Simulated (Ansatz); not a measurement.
The input, for Ansatz 0.2.0:

```yaml
crystal:
  periodic: [false, false, false]
  atoms:
    - {symbol: Si, position_ang: [0.000000, 0.000000, 2.088600]}
    - {symbol: Al, position_ang: [0.000000, 0.000000, -0.244867]}
    - {symbol: H, position_ang: [0.000000, 0.000000, -1.843733]}
basis:
  gaussian: {orbitals: 6-31G}
total_charge: 1
magnetization: {spin_polarized: true, initial_magnetization: 1}
hamiltonian: {xc: {name: r2SCAN}}
```

```sh
$ ansatz run in.yaml --threads 1 --pin off --events-out ev --progress --plain --max-ram 2393MiB
```

(1) Roughly how long does this take on 1 thread of Arm Neoverse V1, shared host, and how much host memory?

```
310 factors; integrals over basis functions are off by at most 1.4e-4 eV
mean field evaluation 1: about -14476.4314 eV, gradient 6.9e0 eV
mean field evaluation 2: about -14476.5259 eV, gradient 5.7e0 eV
mean field evaluation 4: about -14476.8995 eV, gradient 3.8e-1 eV
mean field evaluation 8: about -14476.8940 eV, gradient 5.8e-3 eV
mean field evaluation 16: about -14476.9166 eV, gradient 2.5e-1 eV
mean field evaluation 32: about -14476.8940 eV, gradient 3.3e-2 eV
mean field evaluation 64: about -14475.8695 eV, gradient 1.8e-1 eV
mean field -14476.92302594 eV, -532.0171083925 hartree, gradient 7.6e-6 eV, S^2 1.030929; 11 other end points of the search recorded, 0 dependent functions left out
reference -14476.92304108 eV, -532.0171089489 hartree; 14, 13 occupied and 14, 15 virtual orbitals, 310 factors
Total energy: -14476.92304108 eV, -532.0171089489 hartree
```

## Answers

(1) 10 s wall and 0.11 GiB.
